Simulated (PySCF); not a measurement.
Compound: hydrazinium(1+), N₂H₅ (charge +1).
Atom-mapped SMILES: `[NH2:1][NH3+:2]`

The computed photoelectron lines, unassigned: N 1s: 413.43 (area 1), 416.80 (area 1) eV.

Computed, not measured: delta-SCF UKS SCAN, pcX-2 on the ionised atom, pcseg-1 elsewhere, spin-free X2C in PySCF. Isolated species at its GFN2-xTB geometry, gas phase.

Task: Which nitrogen gives which N 1s line?

Result: 413.43 eV: N1 (nitrogen bonded to N and 2 H); 416.80 eV: N2 (nitrogen bonded to N and 3 H). The listed N 1s values span 3.37 eV, from N1 (bonded to N and 2 H) to N2 (bonded to N and 3 H).

Bonded neighbours of each site: N1: N and 2 H; N2: N and 3 H.

Task: Which photon energy gives electrons from N 1s of N1 a kinetic energy of 100 eV, and what is their de Broglie wavelength?

Result: hν = 413.43 + 100 = 513.43 eV, recoil neglected; λ = 12.264 Å/√(E/eV) = 1.23 Å.

The species carries charge +1, so core ionisation leaves charge +2.

The run took 3.3 s of wall time on Arm Neoverse V2, one thread, on a shared host, and the process peaked at 0.34 GiB of memory.
